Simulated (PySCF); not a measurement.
**CH4O, SMILES `CO` (charge 0, multiplicity 1)**

Computed with PBE-D3(BJ)/def2-TZVP // BP86-D3(BJ)/def2-SVP (PySCF).

HOMO: -6.19 eV
dipole moment: 1.60 D
LUMO: 0.15 eV
HOMO–LUMO gap: 6.34 eV
total energy: -115.6312 Ha
cost: very roughly 22 core-seconds

```xyz
6

C     -0.3462     0.0113    -0.0206
O      0.9391    -0.5623    -0.1610
H     -0.6100     0.2666     1.0363
H     -0.4957     0.9323    -0.6379
H     -1.0848    -0.7397    -0.3695
H      1.5872     0.0976     0.1466
```
